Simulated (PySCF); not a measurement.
Reaction (SMILES): C#N (CH-N) → [C-]#[NH+] (C-NH)
B3LYP-D3(BJ)/def2-TZVP geometries, fixed; electronic energies without zero-point terms.

Basis-set convergence of the isomerisation energy at M06-2X with PySCF. All functions are spherical. Density fitting with generated auxiliary sets. No added dispersion term, no relativity. Functions are those of the species that has most. Reference: the value in aug-pcseg-3, 12.84 kcal/mol, itself unsure by roughly 0.03 kcal/mol (its mean distance from aug-cc-pVQZ, cc-pV5Z, def2-QZVPPD). Deviations are taken from unrounded values.

```csv
basis,functions,isomerisation energy (kcal/mol)
cc-pVDZ,33,13.90
aug-cc-pVDZ,55,12.63
def2-SVP,33,12.59
def2-SVPD,48,12.26
pcseg-1,33,12.38
aug-pcseg-1,55,12.86
6-311G**,42,13.32
6-311+G**,50,13.02
def2-TZVP,68,13.02
def2-TZVPD,83,12.98
cc-pVTZ,74,12.99
aug-cc-pVTZ,115,12.89
pcseg-2,74,12.87
aug-pcseg-2,115,12.92
def2-TZVPP,76,12.82
def2-TZVPPD,91,12.86
cc-pVQZ,140,12.99
aug-cc-pVQZ,206,12.89
def2-QZVPP,144,12.92
def2-QZVPPD,159,12.87
pcseg-3,153,12.85
aug-pcseg-3,219,12.84
```

What the diffuse functions change, pair by pair:
- cc-pVDZ to aug-cc-pVDZ: 22 more functions, deviation 1.06 to -0.21 kcal/mol
- def2-SVP to def2-SVPD: 15 more functions, deviation -0.25 to -0.58 kcal/mol
- pcseg-1 to aug-pcseg-1: 22 more functions, deviation -0.46 to 0.02 kcal/mol
- 6-311G** to 6-311+G**: 8 more functions, deviation 0.48 to 0.18 kcal/mol
- def2-TZVP to def2-TZVPD: 15 more functions, deviation 0.18 to 0.14 kcal/mol
- cc-pVTZ to aug-cc-pVTZ: 41 more functions, deviation 0.15 to 0.04 kcal/mol
- pcseg-2 to aug-pcseg-2: 41 more functions, deviation 0.03 to 0.08 kcal/mol
- def2-TZVPP to def2-TZVPPD: 15 more functions, deviation -0.02 to 0.02 kcal/mol
- cc-pVQZ to aug-cc-pVQZ: 66 more functions, deviation 0.15 to 0.05 kcal/mol
- def2-QZVPP to def2-QZVPPD: 15 more functions, deviation 0.08 to 0.03 kcal/mol
- pcseg-3 to aug-pcseg-3: 66 more functions, deviation 0.01 to 0.00 kcal/mol

Leaving out the reference's own pair, they bring the value nearer the reference by more than 0.03 kcal/mol in 7 of 10 pairs.
